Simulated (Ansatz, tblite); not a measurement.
**B(SiH3)3 (Si₃BH₉): a ladder of methods and basis sets**

One table from this session's results is given with a row withheld; the runs are named, their logs left out.

Program: Ansatz 0.2.0, Gaussian basis. Level of theory: as each input shows. These are calculated values, not measurements.

Plan: GFN1-xTB, GFN2-xTB, PBE-D4/def2-TZVP, r2SCAN-D4/def2-TZVP, ωB97M-V/def2-TZVP, B97M-V/def2-TZVP, BLYP-D4/def2-TZVP, HF/def2-TZVP, LC-ωPBE/def2-TZVP, B2PLYP/def2-TZVP, LDA/def2-TZVP, PBE-D4/def2-SVP, PBE0-D4/def2-SVP, HF/STO-3G, HF/6-31G, B3LYP-D4/6-31G, PBE0-D4/def2-TZVPD, PBE-D4/def2-TZVPD, r2SCAN-D4/def2-TZVPD, CCSD(T)/def2-TZVP, RPA/def2-TZVP.

### The relaxed structure

The singlet was relaxed beforehand with r2SCAN-D4/def2-SVP.

13 atoms, charge 0, spin multiplicity 1.

Bond lengths: B1–Si2 2.009 Å, B1–Si6 2.009 Å, B1–Si10 2.009 Å, Si2–H3 1.496 Å, Si2–H4 1.502 Å, Si2–H5 1.501 Å, Si6–H7 1.500 Å, Si6–H8 1.496 Å, Si6–H9 1.503 Å, Si10–H11 1.496 Å, Si10–H12 1.501 Å, Si10–H13 1.502 Å. Angles: Si2–B1–Si6 120.1°, Si2–B1–Si10 119.9°, Si6–B1–Si10 120.0°, B1–Si2–H3 116.1°, B1–Si2–H4 108.1°, B1–Si2–H5 108.7°, H3–Si2–H4 108.2°, H3–Si2–H5 108.2°, H4–Si2–H5 107.1°, B1–Si6–H7 110.0°, B1–Si6–H8 116.1°, B1–Si6–H9 106.8°, H7–Si6–H8 108.4°, H7–Si6–H9 107.1°, H8–Si6–H9 108.0°, B1–Si10–H11 116.1°, B1–Si10–H12 109.6°, B1–Si10–H13 107.2° and more.

PBE0-D4/def2-TZVP was run before; its log isn't repeated, and its numbers join the tables.

The first run:

Tight binding, by tblite at 300 K electronic temperature and without a spin-polarisation term:

```python
tblite.interface.Calculator('GFN1-xTB', numbers, positions, charge=0, uhf=0).singlepoint()
```

Tight binding, by tblite at 300 K electronic temperature and without a spin-polarisation term:

```python
tblite.interface.Calculator('GFN2-xTB', numbers, positions, charge=0, uhf=0).singlepoint()
```

start.molden holds the orbitals of an earlier run on this state, given as this run's starting guess.

The input, in.yaml:

```yaml
crystal:
  periodic: [false, false, false]
  atoms:
    - {symbol: B, position_ang: [-0.000050, 0.001913, 0.010372]}
    - {symbol: Si, position_ang: [2.008454, 0.048788, -0.009688]}
    - {symbol: H, position_ang: [2.636814, 1.405002, 0.057682]}
    - {symbol: H, position_ang: [2.478043, -0.624286, -1.267066]}
    - {symbol: H, position_ang: [2.521296, -0.764019, 1.143147]}
    - {symbol: Si, position_ang: [-1.047326, 1.715972, 0.027258]}
    - {symbol: H, position_ang: [-0.534620, 2.620288, 1.108419]}
    - {symbol: H, position_ang: [-2.528934, 1.581438, 0.187675]}
    - {symbol: H, position_ang: [-0.781674, 2.399840, -1.283978]}
    - {symbol: Si, position_ang: [-0.960271, -1.762648, -0.004716]}
    - {symbol: H, position_ang: [-0.097007, -2.980880, -0.102879]}
    - {symbol: H, position_ang: [-1.945333, -1.790597, -1.136262]}
    - {symbol: H, position_ang: [-1.749382, -1.850791, 1.270037]}
basis:
  gaussian: {orbitals: def2-TZVP, initial_orbitals: start.molden}
hamiltonian: {xc: pbe, dispersion: d4}
scf: {omitted_lower_state_checks: [starts]}
output: {orbitals: {seedname: orbitals}}
```

Run with:

```console
ansatz run in.yaml --threads 2 --pin off --events-out ev --progress --plain --max-ram 20480MiB --backend cpu
```

Among the steps run: PBE-D4/def2-TZVP; r2SCAN-D4/def2-TZVP; ωB97M-V/def2-TZVP; B97M-V/def2-TZVP; BLYP-D4/def2-TZVP; HF/def2-TZVP; LC-ωPBE/def2-TZVP; B2PLYP/def2-TZVP; LDA/def2-TZVP; PBE-D4/def2-SVP; PBE0-D4/def2-SVP; HF/STO-3G; HF/6-31G; B3LYP-D4/6-31G; PBE0-D4/def2-TZVPD; PBE-D4/def2-TZVPD; r2SCAN-D4/def2-TZVPD; CCSD(T)/def2-TZVP; RPA/def2-TZVP.

One of the session's tables, all rows but one given; the rest of the session is left out.

| level | HOMO (eV) | gap (eV) |
| --- | --- | --- |
| HF/STO-3G | -8.51 | 14.17 |
| HF/6-31G | -10.74 | 11.34 |
| HF/def2-TZVP | -10.78 | 11.13 |
| LDA/def2-TZVP | -6.94 | 2.64 |
| PBE-D4/def2-SVP | -6.87 | 2.80 |
| PBE-D4/def2-TZVP | -6.88 | 2.75 |
| PBE-D4/def2-TZVPD | -6.89 | 2.75 |
| BLYP-D4/def2-TZVP | -6.77 | 2.86 |
| r2SCAN-D4/def2-TZVP | -7.14 | 3.20 |
| r2SCAN-D4/def2-TZVPD | -7.14 | 3.20 |
| B97M-V/def2-TZVP | -7.33 | 3.24 |
| B3LYP-D4/6-31G | -7.82 | 4.84 |
| PBE0-D4/def2-SVP | -8.08 | 4.84 |
| PBE0-D4/def2-TZVP | -8.04 | 4.79 |
| PBE0-D4/def2-TZVPD | -8.04 | 4.79 |
| LC-ωPBE/def2-TZVP | -10.67 | 9.68 |
| ωB97M-V/def2-TZVP | ? | ? |

**Question.** Estimate the row for ωB97M-V/def2-TZVP.

The run gave: HOMO (eV): -10.14; gap (eV): 8.85. In the column «HOMO (eV)» it lies between LC-ωPBE/def2-TZVP (-10.67) and HF/STO-3G (-8.51).
